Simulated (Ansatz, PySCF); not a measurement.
For rock-salt MgS, revPBE in Ansatz (plane waves, PAW) gives:

equilibrium lattice constant a: 5.270 Å
bulk modulus: 70.1 GPa
cohesive energy: 3.46 eV/atom

**Question.** What does CCSD(T) (PySCF, GTH pseudopotentials, Gaussian basis) give for the same quantities?

**Answer.** 
- lattice constant a: 5.205 Å (falls by 1.2 %)
- bulk modulus: 81.1 GPa (rises by 16 %)
- cohesive energy: 4.10 eV/atom (goes up by 0.64 eV/atom)

For comparison: lattice constant a 5.188 Å (measured, corrected for zero-point motion; as tabulated in Goldzak et al. (2022), arXiv:2208.04865); bulk modulus 81 GPa (measured, corrected for zero-point motion; as tabulated in Goldzak et al. (2022), arXiv:2208.04865); cohesive energy 4.04 eV/atom (measured, corrected for zero-point motion; as tabulated in Goldzak et al. (2022), arXiv:2208.04865).

Changes are worked out from the printed values.

Unless a cell is named, each level is at its own relaxed cell (revPBE 18.29, CCSD(T) 17.63 Å³/atom).

Ansatz's density-functional and Hartree–Fock values are scalar-relativistic unless marked +SOC, with PAW data made under PBE.

Ansatz is an electronic-structure program.
